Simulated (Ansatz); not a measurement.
in.yaml

```yaml
crystal:
  periodic: [false, false, false]
  atoms:
    - {symbol: Al, position_ang: [0.000000, -0.081048, 0.000000]}
    - {symbol: H, position_ang: [0.000000, 1.084792, -1.232881]}
    - {symbol: H, position_ang: [0.000000, 1.084792, 1.232880]}
basis:
  gaussian: {orbitals: aug-cc-pVDZ}
magnetization: {spin_polarized: true, initial_magnetization: 1}
correlation: {method: ccsd_t, electrons: outside_noble_gas}
output: {forces: true}
```

```sh
$ ansatz run in.yaml --threads 1 --pin off --events-out ev --progress --plain --max-ram 4096MiB --backend cpu
```

Output:

```
439 factors; integrals over basis functions are off by at most 5.1e-4 eV
mean field evaluation 1: about -6611.8719 eV, gradient 6.5e0 eV
mean field evaluation 2: about -6611.8719 eV, gradient 6.5e0 eV
mean field evaluation 4: about -6612.6631 eV, gradient 8.1e-1 eV
mean field evaluation 8: about -6612.6846 eV, gradient 4.3e-3 eV
mean field evaluation 16: about -6612.6846 eV, gradient 2.8e-6 eV
mean field evaluation 32: about -6609.5508 eV, gradient 5.3e-1 eV
mean field evaluation 64: about -6610.0454 eV, gradient 1.4e-2 eV
mean field -6612.68459297 eV, -243.0116765532 hartree, gradient 2.8e-6 eV, S^2 0.758042; 2 other end points of the search recorded, 0 dependent functions left out
determinant -6612.68459297 eV, -243.0116765532 hartree, with singles and doubles -6614.89758549 eV, -243.0930025280 hartree
determinant -6610.04592107 eV, -242.9147071494 hartree, with singles and doubles -6612.52581264 eV, -243.0058414835 hartree
determinant -6609.56308440 eV, -242.8969632289 hartree, with singles and doubles -6612.10049362 eV, -242.9902112979 hartree
5 core orbitals not correlated: weight in the atoms' cores, before any rotation towards them, 1.000 or more for the frozen orbitals, at most 0.000 for the correlated occupied ones
reference -6612.68459297 eV, -243.0116765532 hartree; 3, 2 occupied and 37, 38 virtual orbitals, 439 factors
second order -1.62256288 eV of doubles, -0.00000000 eV of singles
cycle   1  -2.19263350 eV  change   -7.0e-2 eV  update   1.5e-2
cycle   2  -2.19611654 eV  change   -3.5e-3 eV  update   5.5e-3
cycle   3  -2.19900773 eV  change   -2.9e-3 eV  update   2.0e-3
cycle   4  -2.20004289 eV  change   -1.0e-3 eV  update   7.6e-4
cycle   5  -2.20033332 eV  change   -2.9e-4 eV  update   3.5e-4
cycle   6  -2.20043839 eV  change   -1.1e-4 eV  update   1.5e-4
cycle   7  -2.20047124 eV  change   -3.3e-5 eV  update   5.3e-5
cycle   8  -2.20047364 eV  change   -2.4e-6 eV  update   1.9e-5
cycle   9  -2.20047096 eV  change    2.7e-6 eV  update   6.5e-6
cycle  10  -2.20047052 eV  change    4.3e-7 eV  update   2.4e-6
cycle  11  -2.20047098 eV  change   -4.6e-7 eV  update   9.2e-7
perturbative correction -0.03999371 eV, -0.0014697417 hartree
the calculation of the forces begins
Total energy: -6614.92505767 eV, -243.0940121120 hartree
Atom 0 at     0.000000    -0.081048     0.000000 Å, force     0.000000     2.069022    -0.000000 eV/Å
Atom 1 at     0.000000     1.084792    -1.232881 Å, force    -0.000000    -1.034511     0.001735 eV/Å
Atom 2 at     0.000000     1.084792     1.232880 Å, force     0.000000    -1.034511    -0.001735 eV/Å
Dipole moment:     0.000000    -0.340437     0.000000 e Å
```

Forces (eV/Å):
```
Al   0.000  2.069  0.000
H    0.000 -1.035  0.002
H    0.000 -1.035 -0.002
```

For the same geometry and basis full CI lies 17.1 meV lower.

Ran on 1 thread of AMD EPYC 7R13, shared host: 1.9 s wall, 0.17 GiB peak host memory.
